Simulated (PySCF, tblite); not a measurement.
**Complex of K+ and 3 × hydrogen fluoride**

A gas-phase complex of K+ and 3 × hydrogen fluoride; charge +1, singlet. The structure comes from a short search (6 tight-binding starts) and was relaxed by PBE0-D3(BJ)/def2-SVPD; another way of binding may lie lower. Frequencies by PBE0-D3(BJ)/def2-SVPD show no clear imaginary mode.

Parts: 1 = K+ ([K+]), atoms 1, charge +1; 2 = hydrogen fluoride (F), atoms 2–3; 3 = hydrogen fluoride (F), atoms 4–5; 4 = hydrogen fluoride (F), atoms 6–7.

Coordinates in Å:
```
K1     -0.018   -0.761    0.964
F2      0.640    1.626    1.755
H3      0.884    2.476    2.026
F4     -1.805   -1.866   -0.563
H5     -2.445   -2.255   -1.107
F6      1.876   -2.420    1.577
H7      2.546   -3.020    1.796
```

| contact | kind (by geometry) | distance (Å) | angle (°) |
| --- | --- | --- | --- |
| K1···F6 | ion contact | 2.591 | - |
| K1···F4 | ion contact | 2.598 | - |
| K1···F2 | ion contact | 2.599 | - |

Interaction energies are complex less parts, with the parts frozen as they stand in it; counterpoise-corrected, in kcal/mol (PySCF).

(1) Give the interaction energy at each level run.

(2) What holds them together? Decompose the wB97M-D3(BJ)/def2-TZVPD energy: frozen parts, their antisymmetrised product, then relaxation.

(3) Are the pair energies additive?

The parts were also relaxed and run alone, at the levels used for the complex: shieldings by PBE0/pcSseg-2; core levels by delta-SCF with SCAN, pcX-2 on the ionised atom and pcseg-1 elsewhere, spin-free X2C.

Values alone: shielding of K1 (ppm): 1325.5; shielding of F6 (ppm): 410.9; shielding of F4 (ppm): 410.9; F2 1s core level (eV): 694.12; F4 1s core level (eV): 694.12; F6 1s core level (eV): 694.12.

(4) How do these values change when the complex forms?

Results:

(1) 
```csv
level,interaction,superposition error removed
wB97M-D3(BJ)/def2-TZVPD,-32.98,-0.41
PBE0-D3(BJ)/def2-TZVPD,-33.94,-0.44
```

(2) electrostatic -34.3, Pauli repulsion +10.3, orbital relaxation -8.4, dispersion correction -1.0 kcal/mol, which sum to the value before the counterpoise correction; the Pauli term holds the exchange-correlation of the frozen density too. Of the attraction, 79 % is electrostatic, 19 % is orbital relaxation, 2 % is dispersion correction.

(3) The pairs sum to -34.78 kcal/mol (1–2 -12.0, 1–3 -12.0, 1–4 -12.0, 2–3 0.3, 2–4 0.5, 3–4 0.4); the rest of +1.80 is a many-body weakening.

(4) 
| property | alone | in the complex | change |
| --- | --- | --- | --- |
| shielding of K1 (ppm) | 1325.5 | 1290.7 | -34.8 |
| shielding of F6 (ppm) | 410.9 | 409.7 | -1.2 |
| shielding of F4 (ppm) | 410.9 | 409.9 | -1.0 |
| F2 1s core level (eV) | 694.12 | 698.72 | +4.60 |
| F4 1s core level (eV) | 694.12 | 698.72 | +4.61 |
| F6 1s core level (eV) | 694.12 | 698.71 | +4.60 |
